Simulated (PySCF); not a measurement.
Dissociation curve of F₂, singlet.

Levels: RKS-PBE = restricted PBE/cc-pVDZ (PySCF); UKS-PBE = unrestricted PBE/cc-pVDZ (PySCF); UKS-BHandHLYP = unrestricted BHandHLYP/cc-pVDZ (PySCF); UCCSD(T) = CCSD(T) on UHF/cc-pVDZ, 2 core orbitals frozen (PySCF).

Energies relative to the lowest point of each curve near equilibrium, in kJ/mol; the last columns give the difference from UCCSD(T):

```
R / Å  RKS-PBE  UKS-PBE  UKS-BHandHLYP  UCCSD(T)  RKS-PBE − UCCSD(T)  UKS-PBE − UCCSD(T)  UKS-BHandHLYP − UCCSD(T)
-----  -------  -------  -------------  --------  ------------------  ------------------  ------------------------
1.03     604.6    604.6          532.5     600.6                 4.1                 4.1                     -68.1
1.10     341.5    341.5          282.8     339.6                 1.9                 1.9                     -56.8
1.17     177.8    177.8          133.1     178.4                -0.6                -0.6                     -45.3
1.25      70.1     70.1           41.5      72.5                -2.4                -2.4                     -31.0
1.29      38.4     38.4           17.7      40.8                -2.4                -2.4                     -23.2
1.32      21.9     21.9            7.0      23.9                -2.0                -2.0                     -17.0
1.38       3.6      3.6            0.0       5.4                -1.7                -1.7                      -5.4
1.42       0.0      0.0            3.6       0.7                -0.7                -0.7                       3.0
1.45       0.7      0.7            9.7       0.0                 0.7                 0.7                       9.7
1.51       9.1      9.1           25.6       4.3                 4.8                 4.8                      21.3
1.58      27.1     27.1           36.0      16.3                10.8                10.8                      19.7
1.70      69.6     65.5           42.9      47.2                22.3                18.3                      -4.3
1.86     133.4    111.2           46.2      84.7                48.7                26.5                     -38.5
2.07         —    163.0           49.9     104.2                   —                58.8                     -54.3
2.27         —    194.7           53.2     108.3                   —                86.4                     -55.1
2.49         —    210.7           55.0     108.2                   —               102.5                     -53.2
2.73         —    218.8           56.2     107.7                   —               111.1                     -51.5
3.03         —    223.1           57.9     108.4                   —               114.8                     -50.5
3.38         —    225.3           59.0     109.1                   —               116.3                     -50.0
3.67         —    225.9           59.3     109.3                   —               116.6                     -50.0
4.09         —    226.2           59.5     109.4                   —               116.8                     -50.0
4.77         —    226.3           59.5     109.5                   —               116.8                     -50.0
5.47         —    226.3           59.5     109.5                   —               116.8                     -50.0
```

RKS-PBE is furthest from UCCSD(T) at 1.86 (48.7 kJ/mol, above); its mean absolute difference over the points is 7.9 kJ/mol.

UKS-PBE is furthest from UCCSD(T) at 4.77 (116.8 kJ/mol, above); its mean absolute difference over the points is 49.3 kJ/mol.

UKS-BHandHLYP is furthest from UCCSD(T) at 1.03 (-68.1 kJ/mol, below); its mean absolute difference over the points is 37.3 kJ/mol.

A dash means that the run gave no value there, or that the column was ended at a point which the program doubted or which failed a test of continuity chosen for this set; such a test can also cut sound points.

The restricted form behind RKS-PBE keeps the bonding electrons paired and can't separate into open-shell fragments. The unrestricted determinant behind UKS-PBE is spin-contaminated at 1.70 to 5.47 Å (<S²> up to 1.0, against 0.00 for a pure singlet). The unrestricted determinant behind UKS-BHandHLYP is spin-contaminated at 1.51 to 5.47 Å (<S²> up to 1.0, against 0.00 for a pure singlet). The unrestricted determinant behind UCCSD(T) is spin-contaminated at 1.38 to 5.47 Å (<S²> up to 1.0, against 0.00 for a pure singlet).
